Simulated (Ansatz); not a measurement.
Predict the output of the script below (Ansatz 0.2.0, Python API).

`composite.py`:
```python
# -*- coding: utf-8 -*-
import itertools
import warnings

import ansatz as az
from ase import Atoms
from ase.data import atomic_numbers, covalent_radii
import numpy as np


def main():
    warnings.simplefilter("ignore", az.DeckWarning)

    atoms = Atoms(["H", "S"], positions=[
        (0.0, 0.0, 0.0),
        (0.0, 0.0, 1.405),
    ])
    hs = az.Crystal.molecule_from_ase(atoms)

    base = (
        hs.calculation()
        .basis(gaussian="def2-SVP")
        .functional("r2scan", dispersion="d3bj")
        .charge(-1)
    )
    symbols = [site.symbol for site in hs.cartesian_sites]
    start = np.array([site.position_ang for site in hs.cartesian_sites], dtype=float)
    report = base.relax(force_tolerance=0.01).run().report
    end = np.array(report["positions_ang"])
    radius = [covalent_radii[atomic_numbers[s]] for s in symbols]
    span = lambda where, i, j: np.linalg.norm(where[i] - where[j])
    bonded = [(i, j) for i, j in itertools.combinations(range(len(symbols)), 2) if min(span(start, i, j), span(end, i, j)) < 1.2 * (radius[i] + radius[j])]
    print("pair        before    after (A)")
    for i, j in bonded:
        print(f"{symbols[i]}{i}-{symbols[j]}{j}".ljust(10), f"{span(start, i, j):8.4f} {span(end, i, j):8.4f}")

    minimum = az.Crystal.molecule()
    for symbol, place in zip(symbols, end):
        minimum = minimum.atom(symbol, place.tolist())
    at_minimum = minimum.calculation().charge(-1)
    level = lambda method, basis: at_minimum.basis(gaussian=basis).correlation(method).run().report
    small, large, cluster = level("mp2", "cc-pVDZ"), level("mp2", "cc-pVTZ"), level("ccsd_t", "cc-pVDZ")
    corr = lambda each: (each["free_energy_ev"] - each["reference_energy_ev"]) / 27.211386246
    mp2_limit = (27 * corr(large) - 8 * corr(small)) / 19
    pieces = {"HF / cc-pVTZ": large["reference_energy_ev"] / 27.211386246, "MP2 correlation, DZ-TZ limit": mp2_limit, "CCSD(T) - MP2 / cc-pVDZ": corr(cluster) - corr(small)}
    for name, value in pieces.items():
        print(f"{name:32s} {value:14.6f} Ha")
    print(f"{'sum':32s} {sum(pieces.values()):14.6f} Ha")
    print("T1 diagnostic", round(cluster["correlation"]["coupled_cluster"]["t1_diagnostic"], 4))


if __name__ == "__main__":
    main()
```

`python composite.py` gives:
```text
pair        before    after (A)
H0-S1        1.4050   1.3590
HF / cc-pVTZ                        -398.134312 Ha
MP2 correlation, DZ-TZ limit          -0.213116 Ha
CCSD(T) - MP2 / cc-pVDZ               -0.020284 Ha
sum                                 -398.367712 Ha
T1 diagnostic 0.0064
```

Reading the output:
- Total energies depend on the basis set; only differences at equal settings carry meaning.
- The sum leaves out core correlation, relativity, the Hartree-Fock basis error and zero-point energy; a DZ-TZ extrapolation is rough.
- Inner cores stay frozen, so this is valence correlation.
- For Al to Cl the sets with a tight d function, cc-pV(X+d)Z, are usual.
- Anions want diffuse functions, which this basis lacks.
- A dispersion term here runs with damping parameters fitted for another variant or functional.
- The script silences the warnings on its input, which a real study should read.
- Timing: 2.5 s on 1 thread of Arm Neoverse V2 (shared host), peak memory 0.16 GiB.
